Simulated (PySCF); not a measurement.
Molecule: SMILES CC#C[C@@H](C)F, C5H7F.

Geometry:
```
atom   x (Å)   y (Å)   z (Å)
  C1   2.691   0.536   0.260
  C2   1.330   0.041   0.153
  C3   0.196  -0.377   0.065
  C4  -1.180  -0.866  -0.030
  C5  -2.184   0.250  -0.239
  F6  -1.293  -1.766  -1.074
  H7   2.708   1.632   0.372
  H8   3.208   0.099   1.128
  H9   3.271   0.282  -0.641
 H10  -1.422  -1.420   0.895
 H11  -1.950   0.799  -1.162
 H12  -3.196  -0.172  -0.321
 H13  -2.159   0.954   0.605
```

Geometry PBE0-D3(BJ)/def2-SVP throughout; GIAO in PySCF 2.14.0 with density-fitted response routines, gas phase, one conformer, non-relativistic; equivalent atoms averaged; basis pcSseg-1.

(1) How do the shifts δ (against TMS, CFCl3 at the same level) depend on the functional? (ppm; last column core-seconds on shared hosts with different chips, so compare them loosely; the GGAs took longer than the global hybrids here, which isn't the general rule, and the cause wasn't traced)

(2) Which nucleus moves most, in ppm?

Results:

(1) 
```tsv
functional	kind	C2	C3	C4	C5	C1	F6	H10	H7/H8/H9	H11/H12/H13	core-s
HF	Hartree–Fock	91.2	80.7	69.6	24.3	3.2	-158.7	4.64	1.94	1.52	8.7
LDA	LDA	93.6	87.7	85.2	24.9	2.8	-221.1	5.46	1.92	1.40	20
PBE	GGA	87.5	82.9	82.8	25.3	4.9	-211.6	5.34	1.95	1.40	25
BLYP	GGA	86.0	81.6	83.9	26.2	4.8	-208.4	5.34	1.97	1.41	24
BP86	GGA	87.3	82.8	82.9	25.6	5.2	-213.3	5.33	1.96	1.42	24
OPBE	GGA	84.2	79.9	79.3	24.1	6.5	-204.7	5.26	1.96	1.40	25
KT2	GGA	81.6	77.6	80.3	25.2	5.6	-212.9	5.32	2.02	1.40	26
KT3	GGA	79.3	75.5	79.3	25.0	6.4	-202.9	5.26	2.02	1.40	26
B97-D	GGA	83.1	78.7	81.3	25.5	5.7	-205.1	5.30	1.98	1.43	24
B3LYP	global hybrid	88.1	82.4	81.0	25.6	4.4	-195.5	5.12	1.94	1.43	18
PBE0	global hybrid	89.7	83.5	79.2	24.8	4.6	-195.1	5.07	1.92	1.42	9.1
mPW1PW91	global hybrid	89.4	83.1	79.2	24.9	4.9	-194.9	5.05	1.93	1.43	9.3
WP04	global hybrid	83.0	77.5	83.1	25.7	7.1	-189.3	4.94	1.92	1.45	9.5
B97-2	global hybrid	86.6	80.9	78.7	24.9	5.3	-193.4	5.07	1.94	1.43	9.2
BHandHLYP	global hybrid	90.1	82.5	76.8	25.1	3.8	-179.0	4.90	1.93	1.46	8.8
CAM-B3LYP	range-separated hybrid	90.8	83.9	80.2	25.4	3.3	-186.8	5.03	1.87	1.45	12
wB97X-D	range-separated hybrid	90.0	83.4	79.0	25.4	4.5	-189.5	4.97	1.86	1.44	12
LC-wPBE	range-separated hybrid	93.7	86.1	78.8	24.6	3.9	-180.3	4.89	1.77	1.44	17
```

(2) F6 (fluorine on an sp3 carbon): from -221.1 ppm with LDA to -158.7 ppm with HF. The smallest spread is 0.12 ppm, at H11/H12/H13. Proton shifts span only some 12 ppm, so a few tenths of a ppm matter as much there as several ppm in carbon.
